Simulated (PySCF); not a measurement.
# F, SMILES `[F]` (charge 0, multiplicity 2)

All values below come from TPSSh-D3(BJ)/def2-TZVP (PySCF 2.14.0).

- highest occupied spin orbital = -11.25 eV
- dipole moment = 0.00 D
- total energy = -99.7660 Ha
- cost = around 2.2 core-seconds (rough)

```xyz
1

F      0.0000     0.0000     0.0000
```
Charge 0, spin multiplicity 2.
